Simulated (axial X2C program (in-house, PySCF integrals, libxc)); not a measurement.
**Spin–orbit effects along a row: molecules with H (ions), PBE0**

Calculated with an axial X2C code built on PySCF integrals, spin-free (one-electron X2C) or two-component (2c: spin–orbit coupling with atomic mean-field Coulomb and Gaunt terms, which also bring small scalar terms), in Dyall basis sets with cores contracted in-house; open shells are unrestricted.

Basis sets: Cl dyall-av3z, H dyall-av3z, Mg dyall-av3z, Na dyall-av3z, P dyall-av3z, S dyall-av3z, Si dyall-av3z.

| molecule | spin-free state | Re (Å) | ωe (cm⁻¹) | De (eV) | 2c state | Re 2c (Å) | ωe 2c (cm⁻¹) | De 2c (eV) |
| --- | --- | --- | --- | --- | --- | --- | --- | --- |
| NaH⁻ | M_S = 1/2, Λ = 0 | 1.995 | 948.6 | 1.61 | Ω = 1/2 | 1.995 | 948.5 | 1.61 |
| MgH⁻ | M_S = 0, Λ = 0 | 1.871 | 1101.1 | 1.54 | Ω = 0 | 1.871 | 1101.0 | 1.54 |
| SiH⁻ | M_S = 1, Λ = 0 | 1.560 | 1852.0 | 2.97 | Ω = 1 | 1.560 | 1851.7 | 2.97 |
| PH⁻ | M_S = 1/2, Λ = 1 | 1.442 | 2266.5 | 3.28 | Ω = 3/2 | 1.442 | 2265.5 | 3.29 |
| SH⁻ | M_S = 0, Λ = 0 | 1.348 | 2663.6 | 3.90 | Ω = 0 | 1.348 | 2662.9 | 3.89 |
| HCl⁻ | M_S = 1/2, Λ = 0 | 1.313 | 2376.2 | 0.64 | Ω = 1/2 | 1.314 | 2366.6 | 0.64 |

Work out the shifts from the spin-free to the two-component result.



```tsv
molecule	2c state	ΔRe (Å)	Δωe (cm⁻¹)	ΔDe (eV)
NaH⁻	Ω = 1/2	0.000	-0.1	0.00
MgH⁻	Ω = 0	0.000	-0.1	0.00
SiH⁻	Ω = 1	0.000	-0.3	0.00
PH⁻	Ω = 3/2	0.000	-1.0	0.01
SH⁻	Ω = 0	0.000	-0.7	-0.01
HCl⁻	Ω = 1/2	0.001	-9.6	0.00
```

Shifts of one unit in the last digit are rounding.

Fragments in 2c: Na + H-, Mg + H-, Si- + H, P- + H, S- + H, Cl- + H. Each entry is the lowest single determinant of a limited PBE0 search at one distance. De goes to single-determinant-based atoms at the same level (for ions the charge split of lowest energy) and is withheld (n/a) where an atom does not fit its ground term or J level. Main or longest-lived isotopes. One determinant is a doubtful description, or other states lie close, for SiH⁻; these need not be ground states, and all values refer to the states named. Some open-shell Ω = 0 determinants are out of reach, so the Ω given for SiH⁻ need not be the lowest component. With several unpaired electrons the Ω given is that of one determinant, not necessarily of the lowest component. Some light 2c atoms are not at their ground J level, so De misses part of their lowering (0.04 eV or less). The functionals have no current term, which raises determinants with orbital currents.
